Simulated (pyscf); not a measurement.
Optimised with ωB97X-D3(BJ)/def2-SVP in PySCF. MP2 and CC: frozen core, UHF for open shells. ΔMP2 is the change of the MP2 total energy from the triple- to the quadruple-zeta basis.

Q: Estimate the classical barrier height and the reaction energy of SiH₃• + H₂O -> HO–SiH₃ + H• at CCSD(T)/def2-TZVPP + ΔMP2(QZVPP). The step runs on the doublet surface, breaks H–O and forms O–Si; take the separated reactants as zero.

A: ΔE‡ = 28.0 kcal/mol, ΔE = -1.5 kcal/mol. Zero-point energy shifts the barrier by -0.6 kcal/mol. It is a substitution at O, with an imaginary mode of 924i cm⁻¹. At the saddle there is also a short H–Si contact that neither side keeps. This is the saddle that the search found; another between the same sides may lie lower. The angle at the attacked O is 49° (front-side attack). The CCSD(T) − MP2 part came from Ansatz, without density fitting, on the same reference.
